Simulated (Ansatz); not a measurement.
**CHAlN (quartet): wave-function methods side by side, def2-TZVPP**

The task here is to estimate one member of a computed series from the others.

Computed with Ansatz 0.2.0, Gaussian basis. Level: def2-TZVPP, core rule «outside noble gas», up to 7 orbitals frozen.

Plan: UHF; ROHF; CCSD(T) on UHF.

## What is computed

The geometry is a PBE0/def2-TZVP stationary point (not a proven minimum).

4 atoms, charge 0, spin multiplicity 4.

Atoms are counted from 1 here; the program's logs count them from 0.

Bond lengths: Al1–N2 1.818 Å, Al1–H4 1.595 Å, N2–C3 1.194 Å. Angles: N2–Al1–H4 111.0°, Al1–N2–C3 170.0°.

Geometry (Å):

```xyz
4
charge 0, multiplicity 4
Al    0.0000   -0.1118    1.1214
N     0.0000    0.0980   -0.6847
C     0.0000    0.0277   -1.8769
H     0.0000    1.3013    1.8603
```

Set-up of the first run:

File in.yaml:

```yaml
crystal:
  periodic: [false, false, false]
  atoms:
    - {symbol: Al, position_ang: [0.000000, -0.111786, 1.121424]}
    - {symbol: N, position_ang: [0.000000, 0.097969, -0.684708]}
    - {symbol: C, position_ang: [0.000000, 0.027668, -1.876852]}
    - {symbol: H, position_ang: [0.000000, 1.301302, 1.860276]}
basis:
  gaussian: {orbitals: def2-TZVPP}
magnetization: {spin_polarized: true, initial_magnetization: 3}
hamiltonian: {xc: hf}
output: {orbitals: {seedname: orbitals}}
```

The run is started by

```sh
$ ansatz run in.yaml --threads 1 --pin off --events-out ev --progress --plain --max-ram 4096MiB --backend cpu
```

Steps of the session up to this table: UHF; ROHF; CCSD(T) on UHF.

One of the session's tables, all rows but one given; the rest of the session is left out.

```
  method  from UCCSD(T) (meV)
    ROHF             +10972.2
     UHF             +10444.4
    UMP2              +1500.5
   UCCSD                    ?
UCCSD(T)                    0
```

Q: Estimate the row for UCCSD from the others.

**Answer.** from UCCSD(T) (meV): +519.8. In the column «from UCCSD(T) (meV)» it lies between UCCSD(T) (0) and UMP2 (+1500.5).

With the free atoms at the same levels and basis (separate runs), the atomisation energy is 9.524 eV at UCCSD(T), 5.793 eV at ROHF.
